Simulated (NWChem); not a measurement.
methylamine (CH5N); SMILES CN

Program: NWChem. All runs use the structure optimised with PBE0/def2-SVP. Level BLYP/def2-SVP: single points from the atomic guess with DIIS by default; each run changes one setting, and all converged runs end within 0.3 mHa of each other. cgmin counts macro-iterations, each dearer than a DIIS step.

Problem. Which setting needs the most SCF iterations, or fails (quadratically convergent solver (cgmin); defaults; no DIIS, 40 % damping; DIIS on 20 Fock matrices; no level shifting)?

Solution. no DIIS, 40 % damping, with 19 against 7 for the defaults.
```
setting                                  SCF iterations
---------------------------------------  --------------
defaults                                              7
DIIS on 20 Fock matrices                              7
no level shifting                                     7
quadratically convergent solver (cgmin)               4
no DIIS, 40 % damping                                19
```
